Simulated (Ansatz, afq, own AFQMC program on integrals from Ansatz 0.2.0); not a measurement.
Two steps: Ansatz 0.2.0 writes the Fock matrix and Cholesky factors of the valence space, and afq projects on them the lowest state that overlaps trial and start.

```yaml
crystal:
  periodic: [false, false, false]
  atoms:
    - {symbol: N, position_ang: [0.000000, 0.000000, 0.000000]}
    - {symbol: N, position_ang: [0.000000, 0.000000, 1.089486]}
basis:
  gaussian: {orbitals: 6-31G}
magnetization: {spin_polarized: false}
correlation: {method: ccsd_t, electrons: outside_noble_gas, hamiltonian_folder: ham}
```

```sh
$ ansatz run in.yaml --threads 1 --pin off --events-out ev --progress --plain --max-ram 1843MiB
```

afq runs on the folder ham with

```
--method phaseless --trial hf --walkers 400 --populations 1 --least-time 40 --time-step 0.005 --steps-per-block 20 --equilibration-blocks 112 --max-blocks 600 --target-error 0.00114 --factor-cut 1e-05 --seed 1790 --taylor-order 6
```

Times are imaginary, in 1/Eh. The walk had a cap of 278 s.

```
orbitals 16  electrons 5 5  factors 95 of 268
reference energy -108.86800074 Eh
CCSD correlation -0.22395152 Eh in 10 cycles, weight of the determinant in the CISD state 0.9102
energy of the start -108.868001 Eh
 block  time / (1/Eh)  mean weight  energy / Eh
     1     0.100  1.0009  -108.926525
     2     0.200  1.0020  -108.960767
     3     0.300  1.0010  -108.988746
     4     0.400  1.0010  -109.005446
     5     0.500  1.0014  -109.029470
    10     1.000  1.0016  -109.098413
    86     8.600  1.0000  -109.121701
   171    17.100  0.9992  -109.091339
   256    25.600  1.0001  -109.093710
   341    34.100  0.9997  -109.115815
   426    42.600  0.9995  -109.129213
   443    44.300  1.0004  -109.174086
   511    51.100  0.9994  -109.098137
   596    59.600  0.9999  -109.072983
   613    61.300  1.0003  -109.060165
   681    68.100  1.0012  -109.088491
   698    69.800  1.0008  -109.122781
blocks merged  error / Eh  count
     1  0.000942  600
     2  0.001253  300
     4  0.001618  150
     8  0.002028  75
    16  0.002181  37
    32  0.002299  18
    64  0.001571  9
energy -109.100786 +/- 0.002299 Eh
(rows thinned)
```

Estimate how long the walk took on 1 thread of Arm Neoverse V2, on a shared host.

100 s of wall time.

The run passed its tests (sampling time, drift between the halves within three errors, error under three times the target), which doesn't prove that it has relaxed.

Against this walk (error 62.6 meV) on the same determinant: CCSD(T) 40.3 meV higher (within the noise), CCSDT(Q) 10.1 meV lower (within the noise), CCSDTQ 2.9 meV lower (within the noise), full CI 8.2 meV lower (within the noise), a separate phaseless walk with a CISD trial and standard settings 18.2 ± 63.8 meV higher (within the noise). The error is statistical and leaves out the bias of the constraint.

Cautions: constraint bias not in the error; error above the target (62.6 against 31.0 meV).

CCSDT and higher add their correlation energy to the determinant of the CCSD(T) run, since their own runs factorise the integrals more tightly (a shift of under 2 meV). A walk keeps the symmetry of its determinant, which the program's search chose and which needn't be the lowest solution, so a lower state of the same spin and another symmetry isn't excluded.
